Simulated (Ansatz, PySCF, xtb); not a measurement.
Acid–base and redox partners of F. Gas-phase values, no solvent. Strings in code marks are SMILES.

Quantity: proton affinity at 298 K, in kcal/mol. Enthalpy corrections at 298 K come from GFN2-xTB frequencies (xtb).

Level 1: frozen-core CCSD(T)/cc-pVTZ // M06-2X/def2-TZVP (Ansatz, a quantum-chemistry and plane-wave program)
Level 2: PBE-D3(BJ)/def2-TZVP // M06-2X/def2-TZVP (PySCF)
Level 3: PBE/6-31G* // M06-2X/def2-TZVP (PySCF)
Level 4: HF/6-31G* // M06-2X/def2-TZVP (PySCF)

| species | level 1 | level 2 | level 3 | level 4 |
|---|---|---|---|---|
| proton added at F1: `[FH2+]` | 122.3 | 119.4 | 125.8 | 118.8 |
